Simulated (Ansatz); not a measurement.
A run of Ansatz (development build ahead of 0.2.0) on triplet H2O at this shape:

```xyz
3

H     0.0000    0.0000   -0.8603
O     0.0000    0.0000    0.3290
H     0.0000    0.0000   -1.7719
```

Its results:

```json
{
  "Converged": "yes",
  "Total energy": "-76.22480 hartree",
  "Spin squared of the determinant": "2.014",
  "Stability test": "minimum"
}
```

(1) Which input gives this output? Name the method, the orbitals and the basis set, and write the input.

Answers

(1) r²SCAN (unrestricted) in pcseg-2.

```yaml
crystal:
  periodic: [false, false, false]
  atoms:
    - { symbol: H, position_ang: [0.0, 0.0, -0.86029] }
    - { symbol: O, position_ang: [0.0, 0.0, 0.32902] }
    - { symbol: H, position_ang: [0.0, 0.0, -1.77191] }
basis:
  gaussian: { orbitals: pcseg-2 }
magnetization:
  spin_polarized: true
  initial_magnetization: 2
hamiltonian:
  xc: r2scan
```

Caution: other spin multiplicities may lie lower.
